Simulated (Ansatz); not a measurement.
C–GaH–Cl⁺, triplet: the ladder up to UCCSDT(Q)

Geometry: that of the C–GaH–Cl, quartet, kept fixed.

| atom | x (Å) | y (Å) | z (Å) |
| --- | --- | --- | --- |
| C | 0.0000 | -1.1912 | 1.7290 |
| Ga | 0.0000 | 0.2963 | 0.4917 |
| Cl | 0.0000 | -0.2299 | -1.5794 |
| H | 0.0000 | 1.7818 | 0.9363 |

Basis cc-pVDZ; Ansatz 0.2.0. Only valence electrons are correlated (noble-gas cores and the filled d shells of p-block atoms frozen), which leaves 14 electrons in 44 orbitals. R marks a restricted (for open shells ROHF) determinant, U an unrestricted one. Active spaces: frontier = (10e, 10o) about the gap. No spin–orbit coupling is included, and no scalar relativity.

Full CI isn't at hand for all of this; UCCSDT(Q) serves as the reference, and is uncertain by about the last step of the cluster series. The frozen core follows each run's orbitals, which can shift R against U totals by a few meV for light atoms and by up to 0.1 eV past Ca.

```
UHF ⟨S²⟩                          : 2.007
T1 diagnostic (RCCSD)             : 0.0345
largest doubles amplitude (RCCSD) : 0.086
T1 diagnostic (UCCSD)             : 0.0302
```

```json
{"level": "UHF", "E − E(RHF) (eV)": "-0.0964"}
{"level": "UMP2", "E − E(RHF) (eV)": "-6.4701"}
{"level": "UCCSD", "E − E(RHF) (eV)": "-7.6262"}
{"level": "UCCSD(T)", "E − E(RHF) (eV)": "-7.8388"}
```

Task: Estimate how far UCCSDT(Q) in cc-pVDZ lies from UCCSD(T). The table doesn't fix it; the size of (T) and the diagnostics are the guide.

Result: UCCSDT(Q) in cc-pVDZ lies 7.0 kJ/mol below UCCSD(T), which is 34 % of the (T) step (-20.5 kJ/mol). T1 is raised, and the rest is a large part of (T). The miss exceeds 1 kcal/mol.

The other levels:

```json
{"level": "UCCSDT", "E − E(UCCSDT(Q)) (kJ/mol)": "2.3", "share of correlation (%)": "99.70", "wall time": "–"}
```

The correlation energy at UCCSDT(Q), counted from RHF, is -7.912 eV. That run took 2.6 min on 1 thread of Arm Neoverse V1, shared host.

Run but not shown, since their state or frozen core can't be matched to the reference's or they repeat it: RHF, RMP2, RCCSD, RCCSD(T), BCCD(T), RCCSDT, RCCSDT(Q), CASSCF (frontier space), NEVPT2 (frontier space).

Times hold each run's SCF and search for its determinant on a shared host, so for small cases they say little of a method's own cost; they ran on 1 thread of Arm Neoverse V1.
